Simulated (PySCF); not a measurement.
# Static response to an electric field

Compound: propynyl isocyanide, C4H3N.
Geometry (GFN2-xTB, Å), atoms numbered from 1 in this order:
```
atom  x, y, z in Å
C1     3.558    0.356   -0.131
N2     2.403    0.241    0.033
C3     1.126    0.113    0.216
C4    -0.061   -0.005    0.385
C5    -1.479   -0.146    0.588
H6    -2.004    0.707    0.157
H7    -1.834   -1.059    0.109
H8    -1.700   -0.197    1.654
```

Level: B3LYP/def2-SVPD (PySCF), static field, nuclei fixed, core orbitals frozen in the response. The polarisability tensor in these axes (au):

```
x   98.82  6.27 -8.97
y    6.27 36.58 -0.90
z   -8.97 -0.90 37.24
```

Give the principal values, the mean and the anisotropy Δα = √{½[(α1 − α2)² + (α2 − α3)² + (α1 − α3)²]}.

Principal values 35.95, 35.95 and 100.73 au; mean 57.55 au = 8.53 Å³ = 9.49 × 10⁻⁴⁰ C²·m²/J; Δα = 64.77 au (113 % of the mean).

What is the dipole moment, and where does it point?

(-4.26, -0.43, 0.61) D, 4.33 D in size, pointing from the negative to the positive side. Measured along this direction, the outermost atoms are C1 at the negative end and H6, H7 and H8 at the positive end.

What depolarisation ratio follows for Rayleigh scattering of linearly polarised light, taking the static tensor?

ρ = 3Δα²/(45ᾱ² + 4Δα²) = 12586.6/(149021 + 16782.2) = 0.0759.

In TDDFT the mean static polarisability is Σ f/ω² over all singlet excitations (ω in hartree). How much of it do the 8 lowest give? Their energies (eV) and oscillator strengths: 5.18, 0.0000; 5.31, 0.0003; 5.31, 0.0003; 6.95, 0.0262; 6.95, 0.0262; 6.98, 0.0197; 6.98, 0.0195; 7.83, 1.5410.

They add up to 20.04 au, 34.8 % of the 57.55 au; the largest single term is 18.62 au, from the state at 7.83 eV. Terms in order: 0.00, 0.01, 0.01, 0.40, 0.40, 0.30, 0.30, 18.62 au. Higher excitations give the rest. The strengths listed sum to 1.633.

How large is μ²/3kT at 298 K beside α?

In Gaussian units μ²/3kT = 151.73 Å³ against 8.53 Å³, a ratio of 17.79; the Debye molar polarisation (4π/3)N_A(α + μ²/3kT) is 404.3 cm³/mol, leaving out the vibrational part.

Isolated species at its GFN2-xTB geometry, gas phase.
